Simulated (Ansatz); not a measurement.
Input (CCSDT(Q)/aug-cc-pVDZ; Ansatz, a quantum-chemistry and plane-wave program):

Ansatz 0.2 input:
```yaml
crystal:
  periodic: [false, false, false]
  atoms:
    - {symbol: C, position_ang: [0.00933893, -0.00521552, -0.79484933]}
    - {symbol: C, position_ang: [0.00933893, -0.00521552, 0.69529008]}
    - {symbol: H, position_ang: [0.00933893, -1.01898282, 1.09629134]}
    - {symbol: H, position_ang: [0.38347423, 0.84333320, -1.34771403]}
    - {symbol: H, position_ang: [-0.87834570, 0.49584204, 1.10100235]}
    - {symbol: H, position_ang: [0.87682373, 0.51979219, 1.09619708]}
    - {symbol: H, position_ang: [-0.50335828, -0.77739843, -1.34842116]}
basis:
  gaussian:
    orbitals: aug-cc-pVDZ
magnetization: {spin_polarized: true, initial_magnetization: 1}
correlation: {method: ccsdt_q, electrons: outside_noble_gas}
```

Output:

```
Functional definition: HF
integrals: 0.22 GiB planned
1418 factors; integrals over basis functions are off by at most 1.8e-7 eV
mean field: 0.29 GiB planned
mean field evaluation 1: about -2136.7871 eV, gradient 1.9e1 eV
mean field evaluation 2: about -2136.8205 eV, gradient 1.9e1 eV
mean field evaluation 4: about -2138.9588 eV, gradient 2.0e0 eV
mean field evaluation 8: about -2139.0057 eV, gradient 2.2e-1 eV
mean field evaluation 16: about -2138.9192 eV, gradient 1.9e0 eV
mean field -2139.00661363 eV, -78.6070431802 hartree, gradient 7.4e-6 eV, S^2 0.762910; 0 other end points of the search recorded, 0 dependent functions left out
2 core orbitals not correlated
reference -2139.00661363 eV, -78.6070431802 hartree; 7, 6 occupied and 82, 83 virtual orbitals, 1418 factors
second order -7.57287604 eV of doubles, -0.00000000 eV of singles
coupled cluster: 5.72 GiB planned
cycle   1  -8.29072305 eV  change   -7.2e-1 eV  update   6.9e-2
cycle   2  -8.72901532 eV  change   -4.4e-1 eV  update   2.7e-2
cycle   3  -8.83802296 eV  change   -1.1e-1 eV  update   1.2e-2
cycle   4  -8.82299086 eV  change    1.5e-2 eV  update   4.4e-3
cycle   5  -8.82402351 eV  change   -1.0e-3 eV  update   2.3e-3
cycle   6  -8.82549614 eV  change   -1.5e-3 eV  update   8.3e-4
cycle   7  -8.82538302 eV  change    1.1e-4 eV  update   3.5e-4
cycle   8  -8.82551343 eV  change   -1.3e-4 eV  update   1.5e-4
cycle   9  -8.82559881 eV  change   -8.5e-5 eV  update   6.3e-5
cycle  10  -8.82553208 eV  change    6.7e-5 eV  update   2.8e-5
cycle  11  -8.82552520 eV  change    6.9e-6 eV  update   1.4e-5
cycle  12  -8.82553741 eV  change   -1.2e-5 eV  update   5.7e-6
cycle  13  -8.82554644 eV  change   -9.0e-6 eV  update   2.6e-6
cycle  14  -8.82554998 eV  change   -3.5e-6 eV  update   1.0e-6
cycle  15  -8.82555025 eV  change   -2.6e-7 eV  update   4.5e-7
perturbative correction -0.01004471 eV, -0.0003691363 hartree
Total energy: -2147.84220859 eV, -78.9317453059 hartree
```
